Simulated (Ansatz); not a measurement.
## Ansatz (development build ahead of 0.2.0) run

```yaml
crystal:
  periodic: [false, false, false]
  atoms:
    - { symbol: O, position_ang: [0.0, 0.7716, -0.65802] }
    - { symbol: H, position_ang: [0.0, 1.46709, -0.1009] }
    - { symbol: Cl, position_ang: [0.0, -0.44941, 0.31559] }
basis:
  gaussian: { orbitals: cc-pVDZ }
hamiltonian:
  xc: hf
correlation:
  method: mp2
  frozen_orbitals: { Cl: 5, H: 0, O: 1 }
```

The input is written out in the form of the current development build from the run's settings.

The run gave:

```yaml
Converged: yes
Reference_energy: -534.85937 hartree
Correlation_energy: -0.32031 hartree
Total_energy: -535.17968 hartree
Spin_squared_of_the_determinant: 0.000
```
